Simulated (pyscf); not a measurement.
A first-order saddle from PySCF, ωB97X-D3(BJ)/def2-SVP:

```xyz
13

N      1.8997     1.9368     0.8229
Ga     0.1467     1.0227     0.8236
N      0.1914    -0.7824     0.4698
N     -1.1925     2.2105     0.3675
H      2.7072     1.4112     0.4920
H      1.9604     2.8856     0.4583
H      0.4023    -1.4033     1.2456
H     -0.5524    -1.1884    -0.0886
H     -2.1259     1.8533     0.1882
H     -0.9798     2.9240    -0.3237
O      0.6740     1.2701     2.7616
H      1.5262     1.7771     2.1117
H      0.1417     1.9208     3.2358
```

Surface: singlet, charge 0. Lowest wavenumbers (cm⁻¹): 1032i, 93, 151, 161, 167.

### Question
Name the species on either side of this saddle.

### Answer
`[NH2][Ga]([NH2])[NH2]` + `[OH2]` ⇌ `[NH3]` + `[NH2][Ga]([NH2])[OH]`, a four-centre exchange read from left to right: Ga–N, H–O broken and H–N, Ga–O formed. At ωB97M-D3(BJ)/def2-TZVP it lies -5.8 kcal/mol from the left side and +1.3 kcal/mol from the right (each side as separated species at their lowest minima found). On the reactant side the descent ends in an adduct with a Ga–O contact, 12.9 kcal/mol under the separated species and 6.3 kcal/mol under the saddle at ωB97X-D3(BJ)/def2-TZVP. On the product side the descent ends in an adduct with a Ga–N contact, 21.6 kcal/mol under the separated species and 21.7 kcal/mol under the saddle at ωB97X-D3(BJ)/def2-TZVP. At ωB97M-D3(BJ) the saddle lies under the separated reactants, which points to a path from their complex (located at ωB97X-D3(BJ) alone). What is counted as formed (Ga–O) is already present as a longer contact in the reactant adduct; forming that adduct is a step of its own. What is counted as broken (Ga–N) persists as a longer contact in the product adduct; parting that adduct is a step of its own. This is the saddle that the search found; another between the same sides may lie lower. Elements up to Kr have no core potential and no relativistic terms here.
